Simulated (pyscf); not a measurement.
Thermochemistry of product channels of Cl–Si•(Cl)–Cl + H₂ on the doublet surface, in kcal/mol, from ωB97M-D3(BJ)/def2-TZVP energies (ideal gas, 1 atm, RRHO with modes under 100 cm⁻¹ raised to 100, one conformer, R ln 2 for rigid chiral ones). Structures and frequencies: ωB97X-D3(BJ)/def2-SVP in PySCF.

```tsv
products	ΔE	ΔH(298 K)	ΔG(298 K)	ΔG(600 K)
HCl + Cl–SiH•–Cl	+18.1	+19.3	+17.0	[?]
HCl + Cl–Si:–Cl [singlet] + H•	[?]	+64.1	+54.6	+45.1
```

Q: Fill in the missing entries.

A: 
- HCl + Cl–SiH•–Cl, ΔG(600 K): +14.9
- HCl + Cl–Si:–Cl [singlet] + H•, ΔE: +66.8

These are energies of the channels, which say nothing of barriers.
